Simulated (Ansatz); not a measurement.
C4H4F2 can be A, `CC#CC(F)F`, or B, `FC1=CC(F)C1`.

Gas-phase electronic energies from Ansatz, PBE0-D4/def2-TZVP geometries. CCSD(T)/CBS adds triple-zeta CCSD(T) − MP2 to the extrapolated MP2 energy (def2 sets, frozen cores). Functionals use def2-TZVPP. B3LYP here is the variant with VWN-RPA as its local correlation; programs differ in this.

Problem. Which isomer does CCSD(T)/CBS put lower? Give the gap. (Best estimate.)

Solution. Computed: B, by 2.6 kcal/mol.

Problem. Give E(B) − E(A) in kcal/mol with CCSD(T)/def2-SVP, B3LYP-D4, CCSD/def2-TZVPP, LDA (SPW92), B2PLYP, CCSD(T)/def2-TZVPP, ωB97M-V. (Best estimate.)

Solution. The calculation gave: CCSD(T)/def2-SVP -0.7, B3LYP-D4 -0.9, CCSD/def2-TZVPP -1.6, LDA (SPW92) -10.5, B2PLYP 0.4, CCSD(T)/def2-TZVPP -2.0, ωB97M-V -4.0. The order is the other way round with B2PLYP.

Problem. Does the order hold for the free energy at 298.15 K (harmonic terms from PBE0-D4)? (An estimate is asked.)

Solution. Ansatz gave: No: G(B) − G(A) = +0.9 kcal/mol. Modes under 60 cm⁻¹, often nearly free rotors, make the harmonic entropy too high.

Largest T1 diagnostic: 0.012.

The D4 term adds −1.1 kcal/mol with B3LYP and −0.5 kcal/mol with PBE0; it sums over pairs of atoms, weighted by their polarisabilities, and B3LYP, whose exchange is more repulsive, gets the larger term. At CCSD(T), def2-SVP lies +1.9 kcal/mol from the extrapolated value and def2-TZVPP +0.6 kcal/mol.
